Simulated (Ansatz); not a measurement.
α-phase Ga, treated with r²SCAN-D4 (PAW; Ansatz, an electronic-structure program).

Settings: plane-wave cutoff 560 eV, 14×14×12 k mesh (along the axes of the cell as run), Fermi–Dirac smearing 0.05 eV, scalar-relativistic PAW data made under PBE.

Response to compression and expansion:

Shape and atoms are relaxed at each volume.

```
V (Å³/atom)  P (GPa)  c (Å)  a (Å)
-----------  -------  -----  -----
18.098          3.03  4.437  4.370
18.475          1.43  4.466  4.405
18.852         -0.01  4.497  4.438
19.229         -1.28  4.527  4.471
19.606         -2.40  4.556  4.505
```

Note: the bulk modulus comes from volumes at which shape and atoms were relaxed.
